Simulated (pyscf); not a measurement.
H₃Si–NH–SiH₂–Cl (SMILES [SiH3]N[SiH2]Cl) + H₂ (SMILES [H][H]) -> H₂N–SiH₂–Cl (SMILES N[SiH2]Cl) + SiH₄ (SMILES [SiH4]), a four-centre exchange (singlet surface; N–Si, H–H broken, H–N, H–Si formed). PySCF, gas phase, ωB97X-D3(BJ)/def2-SVP geometries. Energies in kcal/mol from the separated reactants.

Small-basis levels: PySCF, no dispersion term, spherical d functions. 

Q: Quick SVWN5/6-31G* single points give ΔE‡ = 38.8 kcal/mol and ΔE = +5.3 kcal/mol. What does ωB97M-D3(BJ)/def2-TZVP give, and how far is the quick result from it?

A: ωB97M-D3(BJ)/def2-TZVP gives ΔE‡ = 53.4 kcal/mol and ΔE = +6.8 kcal/mol. SVWN5/6-31G* lies 14.6 kcal/mol under it in the barrier and 1.5 kcal/mol under it in the reaction energy, so on this step it does not hold to within 3.0 kcal/mol. ωB97M-D3(BJ)/def2-TZVP has limits of its own. This is the saddle that the search found; another between the same sides may lie lower.
